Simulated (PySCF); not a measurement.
Molecule: Acetyl fluoride (CC(=O)F, C2H3FO).

Geometry:
```csv
atom,x (Å),y (Å),z (Å)
C1,-0.639,-0.071,-0.121
C2,0.836,-0.039,0.104
O3,1.640,-0.866,-0.154
F4,1.207,1.126,0.663
H5,-1.168,0.208,0.800
H6,-0.944,-1.068,-0.458
H7,-0.900,0.676,-0.886
```

Geometry PBE0-D3(BJ)/def2-SVP throughout; GIAO in PySCF, gas phase, one conformer, non-relativistic; equivalent atoms averaged; functional PBE0.

A run gave: C2 34.4, C1 177.2, O3 -82.0, F4 151.0, H5/H6/H7 29.29 ppm (absolute shieldings σ).

Q: Which basis set was used in that run?
A. cc-pVDZ
B. aug-cc-pVDZ
C. IGLO-III
D. pcSseg-0
E. cc-pVTZ

A: B. C2 tells them apart best: aug-cc-pVDZ gives 34.4, pcSseg-0 gives 12.1, cc-pVTZ gives 21.2, IGLO-III gives 13.7, cc-pVDZ gives 38.8 ppm.
